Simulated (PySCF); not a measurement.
# Working with the constants of LiF⁻

UHF-CCSD(T) constants of LiF⁻, ²Σ⁺ (doublet), unpaired electrons σ ↑ (Li aug-cc-pVDZ-DK, F aug-cc-pVDZ-DK; spin-free X2C with a Gaussian nucleus (PySCF 2.14); masses 7.0160 and 18.9984 u):

* ωe: 851.5 cm⁻¹
* ωexe: 15.2 cm⁻¹
* Be: 1.2574 cm⁻¹
* αe: 0.0239 cm⁻¹

(1) What force constant and bond length do these constants imply?

(2) Estimate the centrifugal constant D from the Kratzer relation and find the Dunham coefficient a1.

Correlated steps freeze 1 core orbital. The state is the lowest determinant that a PBE0 search found; another state may lie lower at other levels.

Answers

(1) Reduced mass μred = 5.1238 u; k = 5.8918×10⁻⁷·μred·ωe² (u, cm⁻¹, mdyn/Å) = 2.19 mdyn/Å; Re = √(16.8576/(μred·Be)) (u, cm⁻¹, Å) = 1.618 Å.

(2) D = 4Be³/ωe² = 1.1e-05 cm⁻¹; a1 = −1 − αeωe/(6Be²) = -3.15.
